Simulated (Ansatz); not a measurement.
# C5H5N: up Jacob's ladder to CCSD(T)

An exercise on one series of results from a longer session: the logs are not shown, and one member is left open.

Computed with Ansatz 0.2.0, Gaussian basis. Level: functionals in def2-TZVPP, the program's frozen cores in correlated methods.

Levels to be run: LDA (SPW92), PBE-D4, revPBE-D4, BLYP-D4, r2SCAN-D4, B97M-V, PBE0-D4, B3LYP-D4, r2SCANh-D4, r2SCAN0-D4, HSE06-D4, BHLYP-D4, CAM-B3LYP-D4, LC-ωPBE, ωB97X-V, ωB97M-V, B2PLYP, PBE-QIDH; CCSD(T)/def2-SVP; CCSD(T)/def2-TZVPP; MP2/def2-QZVPP; extrapolation to the limit; RPA on PBE.

## Structure used throughout

An earlier PBE0-D4 in a triple-zeta def2 set relaxation fixed the geometry.

11 atoms, charge 0, spin multiplicity 1.

Atoms are counted from 1 here; the program's logs count them from 0.

Bond lengths: C1–C2 1.333 Å, C1–H7 1.083 Å, C1–H8 1.085 Å, C2–C3 1.442 Å, C2–H9 1.087 Å, C3–C4 1.341 Å, C3–H10 1.087 Å, C4–C5 1.417 Å, C4–H11 1.085 Å, C5–N6 1.153 Å. Angles: C2–C1–H7 121.6°, C2–C1–H8 121.2°, H7–C1–H8 117.2°, C1–C2–C3 123.1°, C1–C2–H9 119.9°, C3–C2–H9 117.0°, C2–C3–C4 123.5°, C2–C3–H10 117.4°, C4–C3–H10 119.1°, C3–C4–C5 122.6°, C3–C4–H11 121.0°, C5–C4–H11 116.4°, C4–C5–N6 179.1°.

Geometry (Å):

```csv
atom,x (Å),y (Å),z (Å)
C1,1.6366,-1.3841,-0.5574
C2,0.5905,-0.5830,-0.7614
C3,-0.0864,0.1139,0.3036
C4,-1.1390,0.9217,0.1076
C5,-1.7905,1.5975,1.1686
N6,-2.3323,2.1550,2.0203
H7,2.1269,-1.8958,-1.3760
H8,2.0323,-1.5503,0.4391
H9,0.2116,-0.4318,-1.7691
H10,0.2870,-0.0328,1.3133
H11,-1.5367,1.0897,-0.8884
```

The first run:

Contents of in.yaml:

```yaml
crystal:
  periodic: [false, false, false]
  atoms:
    - {symbol: C, position_ang: [1.636558, -1.384104, -0.557415]}
    - {symbol: C, position_ang: [0.590543, -0.582953, -0.761421]}
    - {symbol: C, position_ang: [-0.086427, 0.113850, 0.303552]}
    - {symbol: C, position_ang: [-1.138998, 0.921693, 0.107574]}
    - {symbol: C, position_ang: [-1.790498, 1.597537, 1.168556]}
    - {symbol: N, position_ang: [-2.332304, 2.155029, 2.020289]}
    - {symbol: H, position_ang: [2.126879, -1.895824, -1.376048]}
    - {symbol: H, position_ang: [2.032312, -1.550285, 0.439055]}
    - {symbol: H, position_ang: [0.211617, -0.431819, -1.769102]}
    - {symbol: H, position_ang: [0.287006, -0.032827, 1.313348]}
    - {symbol: H, position_ang: [-1.536688, 1.089713, -0.888378]}
basis:
  gaussian: {orbitals: def2-TZVPP}
hamiltonian: {xc: lda}
output: {orbitals: {seedname: orbitals}}
```

Started as:

```sh
ansatz run in.yaml --threads 4 --pin off --events-out ev --progress --plain --max-ram 10444MiB
```

Among the steps run: LDA; PBE-D4 (GGA); revPBE-D4 (GGA); BLYP-D4 (GGA); r2SCAN-D4 (meta-GGA); B97M-V (meta-GGA); B3LYP-D4 (hybrid); r2SCANh-D4 (hybrid); r2SCAN0-D4 (hybrid); HSE06-D4 (hybrid); BHLYP-D4 (hybrid); CAM-B3LYP-D4 (range-separated); LC-ωPBE (range-separated); ωB97X-V (range-separated); ωB97M-V (range-separated); B2PLYP (double hybrid); PBE-QIDH (double hybrid).

One of the session's tables, all rows but one given; the rest of the session is left out.

It belongs to the step «Frontier levels by functional». 

| functional | HOMO (eV) | LUMO (eV) | gap (eV) |
| --- | --- | --- | --- |
| LDA (SPW92) | -6.71 | -3.31 | 3.40 |
| PBE-D4 | -6.49 | -3.06 | 3.43 |
| revPBE-D4 | -6.41 | -2.97 | 3.44 |
| BLYP-D4 | ? | ? | ? |
| r2SCAN-D4 | -6.66 | -2.95 | 3.70 |
| B97M-V | -6.60 | -2.83 | 3.77 |
| PBE0-D4 | -7.46 | -2.20 | 5.26 |
| B3LYP-D4 | -7.25 | -2.38 | 4.87 |
| r2SCANh-D4 | -7.02 | -2.64 | 4.39 |
| r2SCAN0-D4 | -7.58 | -2.15 | 5.43 |
| HSE06-D4 | -7.07 | -2.57 | 4.51 |
| BHLYP-D4 | -8.27 | -1.16 | 7.12 |
| CAM-B3LYP-D4 | -8.65 | -1.11 | 7.53 |
| LC-ωPBE | -9.96 | -0.07 | 9.89 |
| ωB97X-V | -9.56 | -0.09 | 9.47 |
| ωB97M-V | -9.47 | -0.15 | 9.32 |

Estimate the missing values for BLYP-D4.

Worked estimate for «HOMO (eV)». Against the share of exact exchange, B3LYP-D4 (0.2, -7.25), BHLYP-D4 (0.5, -8.27) give a slope of -3.40 per unit share; at 0 the line stands at -6.57.

The run gave: HOMO (eV): -6.31; LUMO (eV): -2.89; gap (eV): 3.41. In «HOMO (eV)» the line misses by -0.26.
